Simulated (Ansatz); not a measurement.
## Counterpoise correction, worked out

The pair of HCl (SMILES Cl, atoms 1–2) and CH6Si (SMILES C[SiH3], atoms 3–10), both closed shells, in one local arrangement (a lower one may exist), relaxed at PBE0-D4/def2-TZVP:

```
10
angstrom
Cl -0.5256 -0.3921 -3.1396
H 0.2199 -0.6583 -2.1263
C -0.8207 0.6140 0.5625
Si 0.7996 -0.2920 0.7571
H -0.7410 1.4001 -0.1913
H -1.1151 1.0756 1.5077
H -1.6151 -0.0688 0.2542
H 1.2028 -0.9248 -0.5375
H 0.6984 -1.3831 1.7611
H 1.8967 0.6292 1.1523
```

Program: Ansatz 0.2.0. Basis: def2-TZVPPD. Cores are frozen in the correlated methods.

CCSD(T) total energies in eV:

| system | geometry | basis functions | energy |
| --- | --- | --- | --- |
| pair | pair | all | -21524.97805 |
| HCl | as in the pair | all (partner as ghosts) | -12526.33518 |
| CH6Si | as in the pair | all (partner as ghosts) | -8998.57920 |
| HCl | as in the pair | its own | -12526.31844 |
| CH6Si | as in the pair | its own | -8998.57381 |
| HCl | free (PBE0-D4 minimum) | its own | -12526.32010 |
| CH6Si | free (PBE0-D4 minimum) | its own | -8998.57854 |

(1) Work out the interaction energy with and without the counterpoise correction, the superposition error, and the binding energy from the relaxed fragments.

T1 diagnostic: at most 0.010.

Answers

(1) Without correction: -21524.97805 − (-12526.31844) − (-8998.57381) = -0.08580 eV.
With correction (each fragment in the whole basis): -21524.97805 − (-12526.33518) − (-8998.57920) = -0.06367 eV = -1.47 kcal/mol.
The superposition error is the difference, 0.02213 eV, 26 % of the uncorrected value: each fragment borrows its partner's functions.
Deformation from the free shapes: 0.00166 eV for HCl and 0.00473 eV for CH6Si.
Binding energy from relaxed fragments: -0.06367 + 0.00166 + 0.00473 = -0.05728 eV = -1.32 kcal/mol (electronic, without zero-point energy; negative means bound). For comparison, the corrected interaction energy by CCSD(T) at an estimated basis limit (MP2 extrapolated from triple and quadruple zeta, plus CCSD(T) − MP2 in triple zeta) is -0.078 eV; triple zeta with the correction binds less.

For scale, one of the runs: CCSD(T)/def2-TZVPPD, 255 basis functions, launched by `ansatz run in.yaml --threads 4 --pin off --events-out ev --progress --plain --max-ram 9574MiB`. The run took 91 s on 4 CPU threads of an Arm Neoverse V1 (shared host), with 5.3 GiB of host memory at its peak.
